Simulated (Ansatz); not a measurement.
Input for Ansatz (development build ahead of 0.2.0):

```yaml
crystal:
  periodic: [false, false, false]
  atoms:
    - { symbol: Al, position_ang: [0.0, 0.0, -1.20961] }
    - { symbol: Si, position_ang: [0.0, 0.0, 1.20961] }
basis:
  gaussian: { orbitals: def2-SVP }
magnetization:
  initial_magnetization: 3
hamiltonian:
  xc: hf
correlation:
  method: ccsd_t
  frozen_orbitals: { Al: 5, Si: 5 }
scf:
  omitted_lower_state_checks: [stability, starts, atomic_configurations, cluster_reference, orbital_swaps, given_window_search, neighbouring_geometries, increment]
```

The input is written out in the form of the current development build from the run's settings. Correlation on restricted open-shell orbitals is semicanonical, with singles.

Results

- Converged: yes
- Reference energy: -530.59983 hartree
- Correlation energy: -0.13356 hartree
- Total energy: -530.73339 hartree
